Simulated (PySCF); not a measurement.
**Reproducing measurements on C5H10O**

**Experimental background.**

From NIST CCCBDB Release 22 (SRD 101), experimental polarizabilities, for the gas: mean polarisability 9.93 Å³.

The runs below try to reproduce these values; the comparison stands at the end.

C5H10O.
Numbering: `[CH3:1][CH2:2][CH2:3][C:4]([CH3:5])=[O:6]` (hydrogens: H7, H8, H9 on C1; H10, H11 on C2; H12, H13 on C3; H14, H15, H16 on C5)

Cartesian coordinates in Å at the GFN2-xTB level; atoms count from 1:
```xyz
16
C5H10O angstrom
C     -2.3896    0.2860    0.5493
C     -1.2356   -0.4726   -0.0920
C      0.1008    0.2322    0.1251
C      1.2549   -0.5131   -0.5118
C      2.6026    0.1437   -0.3254
O      1.1160   -1.5444   -1.1169
H     -2.4757    1.2847    0.1254
H     -3.3269   -0.2388    0.3815
H     -2.2378    0.3812    1.6228
H     -1.4092   -0.5753   -1.1647
H     -1.1749   -1.4792    0.3254
H      0.3061    0.3362    1.1938
H      0.0703    1.2411   -0.2947
H      2.8274    0.2325    0.7352
H      3.3740   -0.4484   -0.8105
H      2.5900    1.1432   -0.7540
```

Runs made with PySCF (gas phase, on this GFN2-xTB geometry; no spin–orbit coupling):

```json
{"level": "B3LYP/def2-SVPD", "job": "8 singlets by full TDDFT, 3 Tamm–Dancoff triplets, polarisability", "basis functions": "203", "wall time": "35 s"}
```

Hardware: one thread, Arm Neoverse V1, on a shared host.

**Comparison with experiment**

**Mean polarisability.** Measured: 9.93 Å³ (NIST CCCBDB Release 22 (SRD 101), experimental polarizabilities).

```
          level  computed (Å³)  computed − measured (Å³)  % (from the printed values)
B3LYP/def2-SVPD           9.63                     -0.30                           -3
```

The computed values are static and purely electronic, with core orbitals frozen in the response (1 au = 0.148185 Å³). The table of measured values doesn't say here whether a value is static or optical, or holds a vibrational part. The measurement averages over conformers, the calculation has one.

The geometry is computed, not the measured one. Where a level misses, the cause wasn't examined.
